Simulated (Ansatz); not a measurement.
Born–Oppenheimer molecular dynamics of AlH$_{3}$O (5 atoms, charge 0, multiplicity 1). It starts at the highest image of a converged band. Of that band: Beside the main top the profile has a ripple of under 15 meV (maxima at images 1, 4), which may be a very shallow well or noise. Neighbouring images differ by up to 1.7 eV, so the band resolves the path poorly. A vibrational analysis at the climbing image gives one clearly imaginary mode, 1484i cm⁻¹: a first-order saddle point.

The calculation used RKS PBE0/def2-SVP (Ansatz).

* ensemble: NVE (velocity Verlet)
* time step: 0.5 fs
* steps asked: 200
* starting velocities drawn for: 100 K
* seed: 2169

First frame:

```xyz
5
Properties=species:S:1:pos:R:3
Al 0.199 0.095 -0.441
O 0.833 0.116 1.305
H 0.704 -0.344 2.153
H 1.706 -0.150 0.357
H -1.415 0.003 -0.556
```

(1) How far do the bonds stretch over the last three quarters of this one trajectory? (Pairs bonded in most of those frames.)

## Answers

(1) 
```json
{"bond": "Al1–H5", "mean (Å)": "1.697", "spread (Å)": "0.042", "shortest": "1.62", "longest": "1.76"}
{"bond": "O2–H3", "mean (Å)": "0.977", "spread (Å)": "0.019", "shortest": "0.93", "longest": "1.01"}
{"bond": "O2–H4", "mean (Å)": "0.979", "spread (Å)": "0.061", "shortest": "0.88", "longest": "1.08"}
```

Pairs bonded in part of these frames only: Al1–O2 21 %.

Mean temperature of the second half: 1436 K. The conserved energy stayed within 0.98 meV per atom of its start (net change -0.59 meV per atom), so the integration is sound. The kinetic energy rose, since the run started high on the potential surface and went downhill. It ends in pieces (AlH + H2O), so much of that is their flight and rotation, not heat. A run of 0.1 ps of so small a system gives no equilibrium averages. The orbitals stay closed-shell, which can raise the energy where a bond breaks towards radicals; this wasn't checked here.

The run took 2.7 min on 1 thread of Arm Neoverse V1, with other jobs on the host, peak memory 0.086 GiB.
